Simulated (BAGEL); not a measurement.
# CCl3F (trichlorofluoromethane): the vertical ionisation energy from total energies

The species is CCl3F (5 atoms), meant as a singlet with charge 0. As SMILES, `FC(Cl)(Cl)Cl`. The coordinates come from a PBE0-D4/def2-TZVP relaxation.

```xyz
5

F     0.9119   -0.8207    0.6774
C     0.0447   -0.0402    0.0332
Cl   -1.3845    0.1576    1.0410
Cl   -0.3800   -0.8145   -1.4892
Cl    0.8079    1.5178   -0.2624
```

Both states at this one shape; open shells run unrestricted unless said. 1 Eh = 27.2114 eV.

| level | program | singlet CCl3F (Eh) | doublet CCl3F+ (Eh) | HOMO of the first (eV) |
| --- | --- | --- | --- | --- |
| HF/6-31G* (density fitting with qzvpp-jkfit, spherical functions), open shells restricted | BAGEL | -1515.704766 | -1515.258671 | -12.64 |
| HF/6-311G** (density fitting with qzvpp-jkfit), open shells restricted | BAGEL | -1515.821562 | -1515.374281 | -12.71 |
| HF/6-311++G(3df,3pd) (density fitting with qzvpp-jkfit), open shells restricted | BAGEL | -1515.862809 | -1515.421122 | -12.60 |

Question: Work out the vertical ionisation energy at each level.

Answer: 
1. HF/6-31G* (density fitting with qzvpp-jkfit, spherical functions), open shells restricted: -1515.258671 − (-1515.704766) = 0.446095 Eh = 12.14 eV; −ε(HOMO) = 12.64 eV.
2. HF/6-311G** (density fitting with qzvpp-jkfit), open shells restricted: -1515.374281 − (-1515.821562) = 0.447281 Eh = 12.17 eV; −ε(HOMO) = 12.71 eV.
3. HF/6-311++G(3df,3pd) (density fitting with qzvpp-jkfit), open shells restricted: -1515.421122 − (-1515.862809) = 0.441687 Eh = 12.02 eV; −ε(HOMO) = 12.60 eV.

No measured value is set beside it here; the levels span 12.02 to 12.17 eV. In Hartree–Fock, −ε(HOMO) (Koopmans) exceeds the difference of totals by the orbital relaxation of the ion.
